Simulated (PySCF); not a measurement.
Stepwise substitution at one centre (B F-OH). All species are isolated molecules in the gas phase. One relaxed conformer stands for each flexible species; it need not be the lowest. Strings in code marks are SMILES.

Calculation: r2SCAN-D4/def2-TZVP (PySCF). Excitations are Tamm–Dancoff values on a coarser integration grid. The basis has no diffuse functions, so Rydberg states are missing or too high.

```csv
species,HOMO (eV),S1 oscillator strength,S1–T1 gap (TDA) (eV),HOMO–LUMO gap (eV),S1 excitation (TDA) (eV)
0 of 3 F replaced by OH (`FB(F)F`),-10.54,0.000,0.29,10.76,10.77
1 of 3 F replaced by OH,-9.33,0.033,0.48,9.60,9.56
"2 of 3 F replaced by OH (`OB(O)F` (H–O–B–F torsion 0°, F–B–O–H torsion 0°))",-8.31,0.000,0.35,8.68,8.65
3 of 3 F replaced by OH,-7.82,0.001,0.22,7.85,7.84
```
